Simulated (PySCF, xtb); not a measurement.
CH3S, SMILES C[S] (connectivity only; charge and spin as stated), charge -1, multiplicity 1.

GFN2-xTB in xtb at its own geometry gives an orbital gap of 4.30 eV.

The structure is a stationary point at PBE0-D3(BJ)/def2-TZVPD. The spin state was assumed, not searched. The isomer is the one that the SMILES or the coordinates give; other isomers of the formula were not compared.

Task: What does PySCF with HF/def2-TZVPD give? (Estimate from the structure and the level; the computed values follow.)

Result: gap 7.62 eV (levels -2.24 and 5.37 eV).
